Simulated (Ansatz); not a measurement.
Two isomers of C2H8N2: A = `CNNC`, B = `NCCN`.

Gas-phase electronic energies from Ansatz, PBE0-D4/def2-TZVP geometries. CBS: MP2 limit from def2 TZ/QZ plus the TZ coupled-cluster correction, frozen cores. Functionals use def2-TZVPP. B3LYP here is the variant with VWN-RPA as its local correlation; programs differ in this. One conformer a species, not always the lowest.

Task: Which is lower in electronic energy at CCSD(T)/CBS, and by how much? (Estimate.)

Result: Ansatz gave: B, by 121.6 kJ/mol.

Task: Give E(B) − E(A) in kJ/mol with B2PLYP, B3LYP, PBE0-D4, r2SCAN-D4, CCSD(T)/def2-SVP, BLYP-D4, CCSD/def2-TZVPP. (Best estimate.)

Result: Computed: B2PLYP -116.1, B3LYP -110.7, PBE0-D4 -113.0, r2SCAN-D4 -114.1, CCSD(T)/def2-SVP -107.7, BLYP-D4 -106.7, CCSD/def2-TZVPP -120.8. None reverses the order clearly.

Task: Does the order hold for the free energy at 298.15 K (harmonic terms from PBE0-D4)? (Estimate.)

Result: The calculation gave: Yes: G(B) − G(A) = -121.0 kJ/mol, for one conformer each.

Largest T1 diagnostic: 0.009.

From PBE to PBE0 (25 % exact exchange), in def2-TZVPP and without D4, E(B) − E(A) moves by −4.4 kJ/mol. Leaving LDA and LC-ωPBE aside and taking each functional with its dispersion term where it has one, the values, not all of them listed here, spread over 13.3 kJ/mol, from PBE-QIDH to BLYP-D4.
